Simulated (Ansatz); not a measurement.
Two structures of N2H5, doublet, reached by relaxing down either side of one saddle point (PBE0-D4/def2-TZVP). Energies are electronic, without zero-point energy. Computed with Ansatz 0.2.0 (basis: def2-TZVPP and def2-QZVPP); correlated methods freeze the cores; orbitals are unrestricted. Extrapolation: Hartree–Fock as exp(−7.88 √X), correlation as X^−2.97. First:

```json
{"atom": "H1", "x (Å)": "0.0493", "y (Å)": "0.0691", "z (Å)": "-0.5924"}
{"atom": "N2", "x (Å)": "-0.1269", "y (Å)": "0.3088", "z (Å)": "-1.5646"}
{"atom": "N3", "x (Å)": "-0.0024", "y (Å)": "-0.2595", "z (Å)": "1.6533"}
{"atom": "H4", "x (Å)": "-0.0686", "y (Å)": "-0.5496", "z (Å)": "-2.0988"}
{"atom": "H5", "x (Å)": "0.6403", "y (Å)": "0.8944", "z (Å)": "-1.8713"}
{"atom": "H6", "x (Å)": "0.1080", "y (Å)": "0.4847", "z (Å)": "2.3505"}
{"atom": "H7", "x (Å)": "-0.6000", "y (Å)": "-0.9480", "z (Å)": "2.1233"}
```

Second:

```json
{"atom": "H1", "x (Å)": "-0.1010", "y (Å)": "-0.0437", "z (Å)": "0.5886"}
{"atom": "N2", "x (Å)": "0.4170", "y (Å)": "0.0522", "z (Å)": "-1.6207"}
{"atom": "N3", "x (Å)": "-0.5203", "y (Å)": "0.0151", "z (Å)": "1.5128"}
{"atom": "H4", "x (Å)": "-0.0350", "y (Å)": "-0.5190", "z (Å)": "-2.3429"}
{"atom": "H5", "x (Å)": "0.6840", "y (Å)": "0.9085", "z (Å)": "-2.1181"}
{"atom": "H6", "x (Å)": "0.1313", "y (Å)": "0.5157", "z (Å)": "2.1047"}
{"atom": "H7", "x (Å)": "-0.5761", "y (Å)": "-0.9288", "z (Å)": "1.8756"}
```

Problem. Which bonds change from the first to the second?

Solution. NH₂ + NH₃ → NH₂ + NH₃; bonds formed: H1–N3; bonds broken: H1–N2.

Problem. Give the saddle point's structure and its height above each. (An estimate is asked for; the value comes from the calculation.)

Solution. By the calculation: 14.08 kcal/mol above the first and 14.08 kcal/mol above the second (CCSD(T) at an estimated basis limit (MP2 extrapolated from triple and quadruple zeta, plus CCSD(T) − MP2 in triple zeta)).
| atom | x (Å) | y (Å) | z (Å) |
| --- | --- | --- | --- |
| H1 | -0.5047 | 0.2555 | -0.0315 |
| N2 | -0.1311 | 0.2629 | -1.2164 |
| N3 | -0.4089 | 0.0104 | 1.1826 |
| H4 | 0.0519 | -0.7073 | -1.4716 |
| H5 | 0.7811 | 0.7184 | -1.2352 |
| H6 | 0.4526 | 0.4519 | 1.5032 |
| H7 | -0.2411 | -0.9918 | 1.2690 |

T1 diagnostic: at most 0.021. ⟨S²⟩ of the unrestricted Hartree–Fock references: 0.76 to 0.80 (a pure state has 0.75). The unrestricted reference is spin-contaminated, which hurts MP2 most. The start structure is not quite a true minimum (one mode of 54i cm⁻¹). The end structure is not quite a true minimum (one mode of 53i cm⁻¹).

For scale, one of the runs: CCSD(T)/def2-TZVPP, 132 basis functions, launched by `ansatz run in.yaml --threads 2 --pin off --events-out ev --progress --plain --max-ram 4352MiB`. Hardware: 2 CPU threads of an Arm Neoverse V2, shared host. Wall time 22 s; peak host memory 1.6 GiB.
